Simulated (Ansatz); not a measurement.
```yaml
crystal:
  periodic: [false, false, false]
  atoms:
    - {symbol: Sc, position_ang: [0.000000, 0.000000, 0.000000]}
    - {symbol: Si, position_ang: [0.000000, 0.000000, 2.560000]}
basis:
  gaussian: {orbitals: def2-TZVP}
total_charge: 1
magnetization: {spin_polarized: true, initial_magnetization: 2}
hamiltonian: {xc: pbe0}
relax: {f_tol: 0.004, max_steps: 80}
```

```sh
$ ansatz run in.yaml --threads 1 --pin off --events-out ev --progress --plain --max-ram 2176MiB
```

Steps of the relaxation (energy above the last step; positions in Å, forces in eV/Å):

```
2
step 1, 16.3 meV
Sc    0.000    0.000    0.000    0.000    0.000    0.489
Si    0.000    0.000    2.560    0.000    0.000   -0.489
```

```
2
step 2, 0.2 meV
Sc    0.000    0.000    0.036    0.000    0.000   -0.061
Si    0.000    0.000    2.524    0.000    0.000    0.061
```

```
2
step 3, 0.0 meV
Sc    0.000    0.000    0.032    0.000    0.000    0.007
Si    0.000    0.000    2.528    0.000    0.000   -0.007
```

```
2
step 4, 0.0 meV
Sc    0.000    0.000    0.032    0.000    0.000   -0.001
Si    0.000    0.000    2.528    0.000    0.000    0.001
```

Close pairs at the end: Sc1–Si2 2.495 Å.

A stationary point of unrestricted PBE0 after 4 steps, with ⟨S²⟩ = 2.023 against 2.00 for a pure state. 33 s on 1 thread of Arm Neoverse V2, shared host.
